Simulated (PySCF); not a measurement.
Cartesian coordinates in Å; atom numbers follow the order of the lines, from 1:
```xyz
13

C     2.0641    0.6688    0.1180
C     1.2477   -0.3048   -0.2922
C    -0.0129   -0.0970   -1.0725
C    -1.2791   -0.4299   -0.3004
N    -1.2387   -0.0954    0.9962
S    -2.6017   -1.0989   -1.0208
H     1.8642    1.7180   -0.1252
H     2.9698    0.4543    0.6916
H     1.4851   -1.3447   -0.0349
H    -0.0935    0.9570   -1.3915
H    -0.0249   -0.7084   -1.9851
H    -2.0549   -0.2594    1.5717
H    -0.3951    0.2891    1.4068
```

Geometry: PBE0-D3(BJ)/def2-SVP; GIAO shifts from PySCF 2.14.0 with density-fitted response routines, gas phase, non-relativistic, averaged over equivalent atoms.

At PBE0/6-31G (72 basis functions, 6.7 s wall time on 1 thread of an x86-64 server CPU, shared host):
```
  atoms  δ (ppm)
     C4    198.9
     C2    132.8
     C1    120.4
     C3     51.5
     N5    128.8
     S6    297.9
     H9     6.46
    H13     6.31
    H12     6.07
     H7     5.74
     H8     5.72
H10/H11     3.62
```

References, each an isolated molecule treated in the same way: TMS for 13C (199.54 ppm), 1H (32.61 ppm); 15N (260.69 ppm) against NH3; 33S (540.71 ppm) vs CS2.

Question: Predict the values at PBE0/pcSseg-1 on the same geometry.

Answer: 
| atoms | δ at PBE0/pcSseg-1 | change |
| --- | --- | --- |
| C4 | 208.1 | +9.2 |
| C2 | 144.9 | +12.1 |
| C1 | 128.4 | +8.0 |
| C3 | 53.5 | +2.0 |
| N5 | 152.1 | +23.3 |
| S6 | 335.5 | +37.6 |
| H9 | 6.01 | -0.45 |
| H13 | 6.27 | -0.04 |
| H12 | 6.26 | +0.19 |
| H7 | 5.46 | -0.28 |
| H8 | 5.56 | -0.16 |
| H10/H11 | 3.33 | -0.29 |

Shifts are taken against calculated references (same method and geometry level): 13C (184.41 ppm) and 1H (31.27 ppm) against TMS; 15N (265.67 ppm) vs NH3; 33S (495.66 ppm) against CS2.

The largest change is at S6 (thione sulfur). Cost: 144 basis functions, 10 s wall time on 1 thread of an x86-64 server CPU, shared host. The order of the carbon signals is the same at both levels.

Experimental scales use liquid or dissolved standards, which lie at an offset from isolated NH3 (liquid NH3: subtract about 20 ppm).
